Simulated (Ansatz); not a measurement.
Elastic constant C44 (GPa) of solids drawn from the class of halides, at two levels: PBE in Ansatz (plane waves, PAW), and HSE06 (plane waves, PAW; Ansatz, a first-principles code).

```json
[
 {"solid": "CsCl-type TlCl", "PBE": "5.29", "HSE06": "?"},
 {"solid": "fluorite SrCl2", "PBE": "8.42", "HSE06": "9.27"},
 {"solid": "CsCl-type TlBr", "PBE": "5.23", "HSE06": "5.75"},
 {"solid": "cubic perovskite KZnF3", "PBE": "31.9", "HSE06": "35.8"},
 {"solid": "rock-salt AgBr", "PBE": "7.48", "HSE06": "8.31"},
 {"solid": "cubic perovskite KMgF3", "PBE": "43.7", "HSE06": "48.2"}
]
```

Estimate the withheld HSE06 value from the other rows.

One way: carry over the typical ratio. The ratios HSE06 / PBE of the other rows, in order: 1.099, 1.101, 1.103, 1.111, 1.122; median 1.103. CsCl-type TlCl: 5.29 × 1.103 = 5.83 GPa; the run gives 5.83 GPa. The ratios spread from 1.099 to 1.122.

Over all 6 rows HSE06 is the larger in 6.

Ansatz's runs of these crystals have no spin polarisation.

Spin–orbit coupling is left out, also for the solids with elements from indium on (CsCl-type TlCl, CsCl-type TlBr); its size isn't shown.

Each level is taken at its own relaxed cell. Ansatz's density-functional and Hartree–Fock values are scalar-relativistic unless marked +SOC, with PAW data made under PBE.
